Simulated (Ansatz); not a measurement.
Energy needed to pull apart CH₄OSi (SMILES OC=[SiH2]), singlet, into free ground-state atoms, from the structure below (displaced at random from a GFN2-xTB minimum); no zero-point or spin–orbit terms; open-shell atoms are treated unrestricted, in their ground-state multiplicity.

```
7
angstrom
O -1.1621 -1.0309 -0.6668
C -0.4833 0.1885 -0.3717
Si 1.0073 0.0855 0.7252
H -1.9682 -0.8027 -1.1733
H -0.8483 1.0194 -0.7665
H 1.7832 1.4446 0.9522
H 1.6305 -1.1166 1.2973
```

Ansatz 0.2.0; basis: def2-TZVPP; cores frozen in the correlated methods.

```tsv
method	atomization energy (eV)
PBE-D4	?
r2SCAN-D4	23.54
B97M-V	?
PBE0-D4	23.29
BHLYP-D4	22.35
wB97M-V	23.40
HF	15.64
MP2	23.07
CCSD	22.30
CCSD(T)	22.82
```

Problem. What does B97M-V give? (To be estimated.)

Solution. Computed: 23.49 eV, which is about 0.67 eV more than CCSD(T)/def2-TZVPP.

Problem. What does PBE-D4 give? (Judge from chemistry; the value comes from the calculation.)

Solution. By the calculation: 24.07 eV, which is about 1.25 eV more than CCSD(T)/def2-TZVPP.

In triple zeta the MP2 and coupled-cluster atomization energies are still short of their basis limit by a few kcal/mol a bond, whereas those of the functionals are nearly converged, so these differences are not deviations from converged CCSD(T).

T1 diagnostic: at most 0.017. The restricted Hartree–Fock reference is unstable towards an unrestricted one here. A large double-excitation amplitude points to some diradical character; no triplet was computed.

For scale, one of the runs: CCSD(T)/def2-TZVPP forces, 160 basis functions (an equivalent command: `ansatz run in.yaml --threads 4`). Time: 57 s of wall clock on 4 CPU threads; the host was shared. Peak host memory: 2.2 GiB.
